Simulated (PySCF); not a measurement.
Computed and published core binding energies of `FOF`

Measured values to reproduce (core binding energies): F 1s of F1/F3 695.07 eV [1]. Sources and the comparison follow the method.

OF2.
Geometry (PBE0-D3(BJ)/def2-TZVP, Å), atoms numbered from 1 in this order:
```xyz
3
OF2 angstrom
F     -1.0802   -0.2895    0.0185
O     -0.0130    0.5853   -0.0026
F      1.0926   -0.2418   -0.0026
```

The calculation used delta-SCF UKS SCAN, pcX-3 on the ionised atom, pcseg-2 elsewhere, spin-free X2C (PySCF 2.14.0). Binding energies are ΔSCF values: E(core-ionised, relaxed orbitals) − E(ground state) at a fixed geometry, referred to the vacuum level.

```
 atom           environment  level  this calculation (eV)  reference (eV)  difference (eV)  source
F1/F3  fluorine bonded to O   F 1s                 694.93          695.07            -0.14     [1]
```

[1] measured, gas; Jolly, The use of core electron binding energies as bench marks for the comparison of valence shell ionization potentials, LBL-11396 (1980); values from Bakke, Chen, Jolly 1980

Task: How well does this level of theory reproduce the measurements here?

Result: The one measured value differs by -0.14 eV, too little evidence for a typical error. The calculation is vertical and has no vibrational structure, and measured positions depend on the energy calibration.

Task: What does the calculation give for the levels without a reference value here?

Result: O2 O 1s 545.15 eV.

Atoms equivalent by their bonding share one computed value, that of the first of them. The unrestricted hole states depart most from a pure doublet (⟨S²⟩ = 0.75; over 0.85 named) for O 1s of O2 (atom 2) (0.85), which makes this value less certain. Geometry: PBE0-D3(BJ)/def2-TZVP; no solvent, vibrations or thermal averaging.
